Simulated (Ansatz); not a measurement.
# CH4: the cost of one run

Program: the Python package of Ansatz 0.2.0. Level of theory: r2SCAN+D4/def2-SVP. These are calculated values, not measurements.

## (1) Starting point

Bond lengths: C1–H2 1.092 Å, C1–H3 1.092 Å, C1–H4 1.092 Å, C1–H5 1.092 Å. Angles: H2–C1–H3 109.5°, H2–C1–H4 109.5°, H2–C1–H5 109.5°, H3–C1–H4 109.5°, H3–C1–H5 109.5°, H4–C1–H5 109.5°.

No structure file is read: the coordinates are typed or built in the script.

## (2) The script

The input, ch4.py:

```python
'''How CH4 relaxes after losing an electron.'''

import itertools
import warnings

import ansatz as az
from ase.data import atomic_numbers, covalent_radii
import numpy as np

warnings.simplefilter('ignore', az.DeckWarning)

system = (
    az.Crystal.molecule()
    .atom('C', (0.0, 0.0, 0.0))
    .atom('H', (-0.7134, -0.2848, -0.7764))
    .atom('H', (0.1162, 1.086, 0.007))
    .atom('H', (-0.3684, -0.333, 0.9728))
    .atom('H', (0.9656, -0.4682, -0.2034))
)

setup = system.calculation()
setup = setup.basis(gaussian='def2-SVP')
setup = setup.functional('r2SCAN', dispersion='d4')
symbols = [site.symbol for site in system.cartesian_sites]
start = np.array([site.position_ang for site in system.cartesian_sites], dtype=float)
r = setup.relax(force_tolerance=0.01).run(threads=1, backend='cpu').report
end = np.array(r['positions_ang'])

minimum = az.Crystal.molecule()
for symbol, place in zip(symbols, end):
    minimum = minimum.atom(symbol, place.tolist())
ion = (
    minimum.calculation()
    .basis(gaussian='def2-SVP')
    .functional('r2SCAN', dispersion='d4')
    .charge(1)
    .spin('collinear', total=1)
)
vertical = ion.run(threads=1, backend='cpu').report
settled = ion.relax(force_tolerance=0.01, max_steps=80).run(threads=1, backend='cpu').report
print(f'vertical ionisation energy   {vertical["free_energy_ev"] - r["free_energy_ev"]:.3f} eV')
print(f'adiabatic, no zero point     {settled["free_energy_ev"] - r["free_energy_ev"]:.3f} eV')
print(f'relaxation energy of the ion {vertical["free_energy_ev"] - settled["free_energy_ev"]:.3f} eV')
ionised = np.array(settled['positions_ang'])
# pairs closer than 1.2 times the sum of covalent radii, before or after
radius = [covalent_radii[atomic_numbers[s]] for s in symbols]
span = lambda where, i, j: np.linalg.norm(where[i] - where[j])
bonded = [(i, j) for i, j in itertools.combinations(range(len(symbols)), 2) if min(span(end, i, j), span(ionised, i, j)) < 1.2 * (radius[i] + radius[j])]
print('pair        before    after (A)')
for i, j in bonded:
    print(f'{symbols[i]}{i}-{symbols[j]}{j}'.ljust(10), f'{span(end, i, j):8.4f} {span(ionised, i, j):8.4f}')
```

## (3) The run

On the command line:

```
$ python ch4.py
```

What time and memory should one allow on 1 thread of Arm Neoverse V1, shared host?

About 26 s, with a peak of 0.19 GiB.
